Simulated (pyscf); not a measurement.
Thermochemistry of product channels of HO–Zr(Cl)(Cl)–Cl + H• on the doublet surface, in kcal/mol, from ωB97M-D3(BJ)/def2-TZVP energies (ideal gas, 1 atm, RRHO with modes under 100 cm⁻¹ raised to 100, one conformer, R ln 2 for rigid chiral ones). PySCF, gas phase, ωB97X-D3(BJ)/def2-SVP geometries.

```json
[
 {"products": "[O–Zr(Cl)(Cl)–Cl]• + H₂", "ΔE": "+23.6", "ΔH(298 K)": "+23.2", "ΔG(900 K)": "+18.6", "ΔG(1200 K)": "+17.5"},
 {"products": "OH• + Cl–ZrH(Cl)–Cl", "ΔE": "+54.7", "ΔH(298 K)": "+55.4", "ΔG(900 K)": "+49.4", "ΔG(1200 K)": "+48.2"}
]
```

These are energies of the channels, which say nothing of barriers. Left out: orbital degeneracy and the spin-orbit lowering of OH. Open-shell species with a d-block atom are single-reference here; other states, and whether the spin sits on metal or ligand, were not checked. Elements past Kr carry the def2 core potentials, without spin-orbit coupling.
